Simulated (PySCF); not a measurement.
**Solvent effects on NMR parameters**

Atom-mapped SMILES (the numbers label the heavy atoms): `[CH3:1][S@:2](=[O:3])[O-:4]`. Hydrogens are named by the atom that carries them.

GIAO PBE0/pcSseg-1 in PySCF on one PBE0-D3(BJ)/def2-SVP conformer, non-relativistic, equivalent nuclei averaged. Solvents enter as an IEF-PCM continuum (benzene with ε = 2.3, water with ε = 78.4) around the gas-phase geometry. Shifts are referred to TMS, CS2 computed in the same medium.

Gas phase, δ in ppm: C1 55.8, S2 435.3, H(C1) 1.06. Dipole moment 3.18 D.

(1) How does each δ change in the continuum?

(2) Which nuclei move most (in ppm), and what does the model miss?

Results:

(1) 
```
atoms                              environment  Δδ, benzene  Δδ, water
   C1                methyl carbon bonded to S         +1.7       +4.2
   S2                  sulfur bonded to C, 2 O         -1.6       -1.9
H(C1)  hydrogen on a methyl carbon bonded to S        +0.32      +0.70
```

Changes are relative to the gas phase. The dipole moment becomes 3.84 D in benzene, 4.65 D in water.

(2) C1 (methyl carbon bonded to S, +4.2 ppm) in water. A continuum only polarises the solute; specific hydrogen bonds, the anisotropy of aromatic solvents and changes of geometry or conformer are outside it, as are counter-ions.
